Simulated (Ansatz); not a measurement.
Relaxation of CH6Al (8 atoms, charge 0, multiplicity 2), to a largest force component of 0.03 eV/Å in at most 50 steps.

The calculation used UHF/def2-SVP in Ansatz.

```xyz
8
Properties=species:S:1:pos:R:3
Al 0.018 0.001 -0.071
H 0.030 -0.001 1.499
H 1.403 -0.001 -0.842
C -1.700 0.002 -1.029
H -2.276 -0.899 -0.790
H -2.320 0.850 -0.716
H -1.596 0.049 -2.116
H 0.005 0.000 3.370
```

Task: Where does it end, and by what steps?

Result: The run converged. The force dipped under the threshold on the way, but the program's further checks kept it going. After 10 steps the energy has fallen by 0.143 eV; H8 moved furthest, 1.72 Å.

| step | energy less start (eV) | largest force component (eV/Å) | accepted |
| --- | --- | --- | --- |
| 0 | 0.0000 | 0.341 | yes |
| 1 | -0.0414 | 0.253 | yes |
| 2 | -0.0881 | 0.143 | yes |
| 3 | -0.0959 | 0.326 | yes |
| 4 | -0.1280 | 0.044 | yes |
| 5 | -0.1343 | 0.026 | yes |
| 6 | -0.1387 | 0.022 | yes |
| 7 | -0.1410 | 0.044 | yes |
| 8 | -0.1416 | 0.097 | yes |
| 9 | -0.1426 | 0.018 | yes |
| 10 | -0.1429 | 0.009 | yes |

```xyz
8
Properties=species:S:1:pos:R:3
Al 0.036 0.003 -0.380
H 0.164 0.003 1.198
H 1.362 -0.004 -1.246
C -1.744 0.003 -1.221
H -2.301 -0.900 -0.948
H -2.344 0.850 -0.870
H -1.704 0.050 -2.312
H 0.095 -0.004 5.084
```

Whether the end is a true minimum wasn't checked by a vibrational analysis.

Run time: 6.3 s on 1 thread of Arm Neoverse V2 (shared host), peak memory 0.12 GiB.
